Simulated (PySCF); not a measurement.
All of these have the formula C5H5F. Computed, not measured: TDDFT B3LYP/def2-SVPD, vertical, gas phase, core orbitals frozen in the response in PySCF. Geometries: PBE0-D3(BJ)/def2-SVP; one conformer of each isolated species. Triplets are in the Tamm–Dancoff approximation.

A. `C#C[C@@H]1C[C@@H]1F`
B. `C=C1C(C)=C1F`
C. `FC1=CC=CC1`
D. `C#CC1(F)CC1`

Lowest singlet levels (six at most, fewer where fewer were computed) with oscillator strengths:

1. 216 nm (f 0.000); 192 nm (f 0.023); 179 nm (f 0.001); 178 nm (f 0.047); 163 nm (f 0.000); 160 nm (f 0.054); T1 5.17 eV
2. 256 nm (f 0.070); 211 nm (f 0.001); 199 nm (f 0.015); 190 nm (f 0.006); 187 nm (f 0.006); 173 nm (f 0.005); T1 3.00 eV
3. 258 nm (f 0.003); 255 nm (f 0.054); 209 nm (f 0.001); 198 nm (f 0.033); 178 nm (f 0.458); 177 nm (f 0.001); T1 3.69 eV
4. 205 nm (f 0.002); 193 nm (f 0.013); 188 nm (f 0.002); 178 nm (f 0.017); 172 nm (f 0.077); 168 nm (f 0.017); T1 5.17 eV

**Question.** Which spectrum belongs to which structure?

**Answer.** 1 = D, 2 = C, 3 = B, 4 = A.
- A: S1 at 6.04 eV, HOMO→LUMO (79%), HOMO→LUMO+2 (11%); Löwdin shares by element: HOMO carbon 83% or more (atoms not listed hold the other 17%); LUMO carbon 37% or more, hydrogen 15% or more (atoms not listed hold the other 47%); HOMO -7.17 and LUMO 0.17 eV.
- B: S1 at 4.80 eV, HOMO→LUMO+1 (98%); Löwdin shares by element: HOMO carbon 85% or more; LUMO carbon 72% or more, fluorine 8% (atoms not listed hold the other 20%); HOMO -5.78 and LUMO -0.19 eV; point group Cs.
- C: S1 at 4.85 eV, HOMO→LUMO (98%); Löwdin shares by element: HOMO carbon 81% or more (atoms not listed hold the other 19%); LUMO carbon 70% or more (atoms not listed hold the other 30%); HOMO -6.13 and LUMO -0.89 eV; point group Cs.
- D: S1 at 5.73 eV, HOMO→LUMO (96%); Löwdin shares by element: HOMO carbon 77% or more (atoms not listed hold the other 23%); LUMO carbon 70% or more, fluorine 9% (atoms not listed hold the other 21%); HOMO -7.32 and LUMO -0.07 eV; point group Cs, 2 of its 6 listed states under f = 0.0005.
B and C have S1 within 0.06 eV of each other; their strongest listed levels stand at 6.95 eV (f 0.458) and 4.85 eV (f 0.070).
